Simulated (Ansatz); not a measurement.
**Al₂HF+ (doublet): the correlation ladder, cc-pVDZ**

One table from this session's results is given with a row withheld; the runs are named, their logs left out.

Program: Ansatz 0.2.0, Gaussian basis. Level of theory: cc-pVDZ, core rule «outside noble gas», up to 11 orbitals frozen. These are calculated values, not measurements.

The runs, in order: UHF; CCSD(T) on ROHF; CCSD(T) on UHF; BCCD(T) on ROHF; CISD; CCSDT(Q) on ROHF; CCSDT(Q) on UHF; CASSCF and MRCISD+Q, 9 electrons in 9 orbitals; CASSCF and NEVPT2, 9 electrons in 9 orbitals.

19 further runs of the same task are left out: 8 that didn't finish, 11 set aside as unsound or not needed.

### The system

The geometry is a PBE0/def2-TZVP stationary point (not a proven minimum) of the parent state, kept for this charge and spin.

4 atoms, charge 1, spin multiplicity 2.

Atoms are counted from 1 here; the program's logs count them from 0.

Bond lengths: Al1–Al2 2.671 Å, Al1–H4 1.800 Å, Al2–F3 1.660 Å. Angles: Al2–Al1–H4 48.0°, Al1–Al2–F3 148.2°.

Coordinates:

```xyz
4

Al    0.0000    0.0860    2.0516
Al    0.0000   -0.3405   -0.5851
F     0.0000    0.2971   -2.1172
H     0.0000    1.2129    0.6486
```

The first run:

in.yaml

```yaml
crystal:
  periodic: [false, false, false]
  atoms:
    - {symbol: Al, position_ang: [0.000000, 0.086032, 2.051632]}
    - {symbol: Al, position_ang: [0.000000, -0.340512, -0.585065]}
    - {symbol: F, position_ang: [0.000000, 0.297062, -2.117226]}
    - {symbol: H, position_ang: [0.000000, 1.212928, 0.648553]}
basis:
  gaussian: {orbitals: cc-pVDZ}
total_charge: 1
magnetization: {spin_polarized: true, initial_magnetization: 1}
hamiltonian: {xc: hf}
output: {orbitals: {seedname: orbitals}}
```

Command:

```
$ ansatz run in.yaml --threads 1 --pin off --events-out ev --progress --plain --max-ram 2393MiB
```

Among the steps run: UHF; CCSD(T) on ROHF; CCSD(T) on UHF; BCCD(T) on ROHF; CISD; CCSDT(Q) on ROHF; CCSDT(Q) on UHF; CASSCF and MRCISD+Q, 9 electrons in 9 orbitals; CASSCF and NEVPT2, 9 electrons in 9 orbitals.

One of the session's tables, all rows but one given; the rest of the session is left out.

```
           method  from UCCSDT(Q) (kcal/mol)
             ROHF                    +196.26
              UHF                    +192.51
             RMP2                     +21.34
             UMP2                     +23.13
             CISD                     +23.47
            RCCSD                      +5.33
            UCCSD                      +5.40
         RCCSD(T)                      +1.15
         UCCSD(T)                      +1.18
          BCCD(T)                      +1.03
           RCCSDT                      +0.43
           UCCSDT                      +0.45
        RCCSDT(Q)                      +0.11
        UCCSDT(Q)                          0
  CASSCF frontier                    +110.08
  MRCISD frontier                     +10.49
MRCISD+Q frontier                          ?
```

Q: Estimate the row for MRCISD+Q frontier from the others.

The run gave: from UCCSDT(Q) (kcal/mol): +1.14. In the column «from UCCSDT(Q) (kcal/mol)» it lies between BCCD(T) (+1.03) and RCCSD(T) (+1.15).

Not comparable, so not listed: CASSCF and NEVPT2, 9 electrons in 9 orbitals (they don't share determinant, frozen orbitals or solution with the rows shown, or repeat one).

To keep in mind: Restricted and unrestricted rows rest on different reference determinants; where their highest levels disagree by more than a few hundredths of an eV, they describe different states and don't form one ladder. Warnings in the runs' records: passed over end.
